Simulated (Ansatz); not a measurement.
## Body-centred tetragonal In

These are PBEsol-D3(BJ) (Ansatz, a first-principles code, plane waves, PAW) values and carry that method's errors.

Numerical settings: plane-wave cutoff 520 eV, 24×24×24 k mesh, Fermi–Dirac smearing 0.05 eV, scalar-relativistic PAW data made under PBE.

Cell: relaxed at this level.

- volume per atom = 24.27 Å³/atom
- bulk modulus B0 = 52.8 GPa
- lattice constant a = 3.169 Å
- lattice parameter c = 4.834 Å
- band gap = none
- pressure derivative B′ of the bulk modulus = 5.1

Measured, for comparison: bulk modulus 44.7 GPa (copied from a table, unchecked, extrapolated to 0 K and zero-point effects removed; as tabulated in Lejaeghere et al. (2013), arXiv:1204.2733); lattice constant a 3.252 Å, lattice parameter c 4.947 Å (293 K, not corrected to a static lattice; as tabulated in Wikipedia's data pages). Computed (rounded) less measured: bulk modulus not scored (unchecked), lattice constant a -2.6 %, lattice parameter c -2.3 %.

Note: the bulk modulus comes from volumes at which shape and atoms were relaxed.

Spin–orbit coupling is not included.

The computed numbers hold no vibrational or temperature effects.
